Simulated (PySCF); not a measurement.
# CH3NO (Nitrosomethane): levels of theory compared

We compute a comparison of 6 runs (HF/STO-3G, HF/3-21G, B3LYP/6-31G*, MP2/pcseg-1, CCSD(T)/6-31G*) of CH3NO (Nitrosomethane). The job is set up through a Python script.

Program for the calculation: PySCF 2.14.0.

## Step 1: The structure to begin with

CH3NO has 6 atoms, charge 0, and is taken as a singlet. As SMILES, `CN=O`. The shape is that of a GFN2-xTB optimisation.

Bond lengths: C1–N2 1.438 Å, N2–O3 1.210 Å, C1–H4 1.091 Å, C1–H5 1.091 Å, C1–H6 1.094 Å. Angles: C1–N2–O3 117.1°, N2–C1–H4 106.6°, N2–C1–H5 106.6°, N2–C1–H6 114.1°, H4–C1–H5 106.8°, H4–C1–H6 111.2°, H5–C1–H6 111.2°.

## Step 2: Energy and gradient at HF/STO-3G (run 1)

File geometry.xyz:

```xyz
6
CH3NO
C     -0.168550     0.293000    -0.254030
N     -0.089250    -0.906900     0.535100
O      0.956690    -1.125080     1.103810
H     -0.432900    -0.016600    -1.266350
H     -1.013570     0.865160     0.131860
H      0.747570     0.890420    -0.250410
```

File run.py:

```python
# Nitrosomethane
from pyscf import gto

mol = gto.M(
    atom='geometry.xyz',
    max_memory=1860,
    basis='sto-3g',
    verbose=3,
    charge=0,
    spin=0,
)

myscf = mol.RHF()
myscf.conv_tol = 1e-10
myscf.kernel()
if not myscf.converged:
    myscf = myscf.newton().run(myscf.mo_coeff, myscf.mo_occ)

etot = myscf.e_tot
print(f'total energy: {etot:.8f} hartree')
grad = myscf.nuc_grad_method().kernel()
dip = myscf.dip_moment()
pop, q = myscf.mulliken_pop()
```

Run with:

```console
OMP_NUM_THREADS=1 python run.py
```

Log:

```text
converged SCF energy = -166.645134191803
total energy: -166.64513419 hartree
--------------- RHF gradients ---------------
         x                y                z
0 C    -0.0000235831    -0.0560455714     0.0354394881
1 N     0.0519992728     0.0628415857    -0.0182025736
2 O    -0.0488867639    -0.0007520788    -0.0196944556
3 H    -0.0035767736    -0.0031871386     0.0008347247
4 H    -0.0033710592    -0.0034367883     0.0003826792
5 H     0.0038589070     0.0005799914     0.0012401371
----------------------------------------------
Dipole moment(X, Y, Z, Debye): -0.19599,  1.52843, -1.04478
 ** Mulliken pop  **
pop of  0 C 1s            1.99217
pop of  0 C 2s            1.17908
pop of  0 C 2px           1.04469
pop of  0 C 2py           0.92025
pop of  0 C 2pz           0.99756
pop of  1 N 1s            1.99681
pop of  1 N 2s            1.65822
pop of  1 N 2px           1.23847
pop of  1 N 2py           1.19327
pop of  1 N 2pz           0.94539
pop of  2 O 1s            1.99845
pop of  2 O 2s            1.87641
pop of  2 O 2px           1.29496
pop of  2 O 2py           1.70903
pop of  2 O 2pz           1.21813
pop of  3 H 1s            0.90798
pop of  4 H 1s            0.90798
pop of  5 H 1s            0.92114
 ** Mulliken atomic charges  **
charge of    0C =     -0.13375
charge of    1N =     -0.03216
charge of    2O =     -0.09699
charge of    3H =      0.09202
charge of    4H =      0.09202
charge of    5H =      0.07886
```

Wall time 2 s (1 thread of Intel Xeon at 2.50GHz (Skylake/Cascade Lake), shared host); peak memory 0.12 GiB.

## Step 3: Energy and forces at HF/3-21G (run 2)

File input.xyz:

```xyz
6

C     -0.168550     0.293000    -0.254030
N     -0.089250    -0.906900     0.535100
O      0.956690    -1.125080     1.103810
H     -0.432900    -0.016600    -1.266350
H     -1.013570     0.865160     0.131860
H      0.747570     0.890420    -0.250410
```

File calc.py:

```python
# Nitrosomethane
import pyscf.grad
from pyscf import gto, scf

mol = gto.M(
    atom='input.xyz',
    max_memory=1860,
    spin=0,
    verbose=4,
    basis='3-21g',
)

hf = scf.RHF(mol)
hf.conv_tol = 1e-10
hf.kernel()
if not hf.converged:
    hf = hf.newton().run(hf.mo_coeff, hf.mo_occ)

energy = hf.e_tot
print('E(%s) = %.9f' % ('HF', energy))
grad = hf.Gradients().kernel()
dip = hf.dip_moment()
pop, q = hf.mulliken_pop()
```

Run with:

```console
OMP_NUM_THREADS=1 python calc.py
```

Log:

```text
PySCF version 2.14.0

[... 62 lines left out ...]
converged SCF energy = -167.86140736052
[... 13 lines left out ...]
Dipole moment(X, Y, Z, Debye): -0.91099,  2.21138, -1.77039
[... 40 lines left out ...]
charge of    5H =      0.23004
```

It took 2 s on 1 thread of Intel Xeon at 2.50GHz (Skylake/Cascade Lake), shared host; peak memory 0.12 GiB.

Run 3 isn't shown in full; the table further down has it.

## Step 4: Energy and gradient at B3LYP/6-31G(d) (Cartesian functions) (run 4)

File input.py:

```python
# Nitrosomethane
from pyscf import gto, dft

mol = gto.M(
    atom=[
    ('C', (-0.168550, 0.293000, -0.254030)),
    ('N', (-0.089250, -0.906900, 0.535100)),
    ('O', (0.956690, -1.125080, 1.103810)),
    ('H', (-0.432900, -0.016600, -1.266350)),
    ('H', (-1.013570, 0.865160, 0.131860)),
    ('H', (0.747570, 0.890420, -0.250410)),
],
    charge=0,
    cart=True,
    verbose=3,
    basis='6-31g*',
    max_memory=1860,
)

mf = dft.RKS(mol)
mf.xc = 'b3lyp'
mf.conv_tol = 1e-10
mf.grids.level = 5
mf.kernel()
if not mf.converged:
    mf = mf.newton().run(mf.mo_coeff, mf.mo_occ)

e_final = mf.e_tot
print('E = %.10f Eh' % e_final)
grad = mf.nuc_grad_method().kernel()
dip = mf.dip_moment()
pop, q = mf.mulliken_pop()
```

Run with:

```console
OMP_NUM_THREADS=1 python input.py
```

Log:

```text
converged SCF energy = -169.792583128771
[... 10 lines left out ...]
Dipole moment(X, Y, Z, Debye): -0.77876,  1.85265, -1.48987
[... 58 lines left out ...]
charge of    5H =      0.16566
```

Wall time 20 s (1 thread of Intel Xeon at 2.50GHz (Skylake/Cascade Lake), shared host); peak memory 0.53 GiB.

Run 5 isn't shown in full; the table further down has it.

## Step 5: A single-point energy at CCSD(T)/6-31G(d) (spherical functions) (run 6)

File input.py:

```python
from pyscf import gto, cc

system = gto.M(
    atom=[
    ('C', (-0.168550, 0.293000, -0.254030)),
    ('N', (-0.089250, -0.906900, 0.535100)),
    ('O', (0.956690, -1.125080, 1.103810)),
    ('H', (-0.432900, -0.016600, -1.266350)),
    ('H', (-1.013570, 0.865160, 0.131860)),
    ('H', (0.747570, 0.890420, -0.250410)),
],
    basis='6-31g*',
    spin=0,
    charge=0,
    max_memory=1860,
    verbose=4,
)

mf = system.RHF()
mf.conv_tol = 1e-10
mf.kernel()
if not mf.converged:
    mf = mf.newton().run(mf.mo_coeff, mf.mo_occ)

mycc = cc.CCSD(mf, frozen=3)
mycc.kernel()
e_t = mycc.ccsd_t()
e_tot = mycc.e_tot + e_t
print(f'total energy: {e_tot:.8f} hartree')
mf.analyze()
```

Run with:

```console
OMP_NUM_THREADS=1 python input.py
```

Log:

```text
PySCF version 2.14.0

[... 100 lines left out ...]
Two-electron Energy =                  130.422429604767558
[... 11 lines left out ...]
MO #8   energy= -0.680211867802598 occ= 2
[... 9 lines left out ...]
MO #18  energy= 0.538903926178622  occ= 0
[... 9 lines left out ...]
MO #28  energy= 1.17352364045052   occ= 0
[... 9 lines left out ...]
MO #38  energy= 2.11525449197245   occ= 0
[... 9 lines left out ...]
MO #48  energy= 3.22222726826852   occ= 0
[... 57 lines left out ...]
Dipole moment(X, Y, Z, Debye): -0.94431,  2.04195, -1.67706
```

Wall time 6.9 s (1 thread of Intel Xeon at 2.50GHz (Skylake/Cascade Lake), shared host); peak memory 0.16 GiB.

## Step 6: The series

```csv
run,level,integration grid,Cartesian functions,energy (Eh),dipole moment (D) of the reference,HOMO energy (eV),LUMO energy (eV),wall time
1,HF/STO-3G,–,no,-166.645134,1.86,-8.25,6.50,2 s
2,HF/3-21G,–,no,-167.861407,2.98,-10.67,3.19,2 s
3,B3LYP/6-31G* (spherical functions),5,no,-169.788798,2.50,-6.02,-2.19,21 s
4,B3LYP/6-31G* (Cartesian functions),5,yes,-169.792583,2.50,-6.05,-2.21,20 s
5,MP2/pcseg-1,–,no,-169.272376,3.04,-11.11,2.65,7.8 s
6,CCSD(T)/6-31G* (spherical functions),–,no,-169.325667,2.81,-10.90,2.99,6.9 s
```

## Step 7: What came out

```
                                          quantity          value
                               run 6: total energy  -169.32567 Eh
       run 6: dipole moment (Hartree–Fock density)         2.81 D
        run 6: HOMO energy (Hartree–Fock orbitals)      -10.90 eV
        run 6: LUMO energy (Hartree–Fock orbitals)        2.99 eV
      run 6: HOMO–LUMO gap (Hartree–Fock orbitals)       13.89 eV
run 6: correlation energy (3 core orbitals frozen)     -500.9 mEh
                             run 6: (T) correction     -15.81 mEh
                              run 6: T1 diagnostic          0.015
```

In words: Over runs 1, 2, 3, 4 the dipole moment (its size) runs from 1.86 D (HF/STO-3G) to 2.98 D (HF/3-21G). Over runs 1, 2, 3, 4 the HOMO–LUMO gap runs from 3.83 eV (B3LYP/6-31G*) to 14.74 eV (HF/STO-3G). The two ends differ in method and basis. In run 1 the basis is minimal, so the values are rough. All runs together took 59 s, the longest 21 s.
